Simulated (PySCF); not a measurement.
An element was calculated at UHF (PySCF 2.14, non-relativistic, a quadruple-zeta basis, no spin-orbit coupling), in the ground configurations that NIST lists.

* electron affinity: -0.304 eV
* first ionisation energy: 8.041 eV
* second ionisation energy: 23.443 eV
* third ionisation energy: 37.818 eV
* polarisability of the atom: 22.2 bohr³

Problem. Which element is it?

Solution. Boron (B, Z = 5), in aug-cc-pVQZ with one added diffuse shell each of s, p, d, f, g type. NIST lists 8.298, 25.155, 37.931 eV for these ionisation energies.
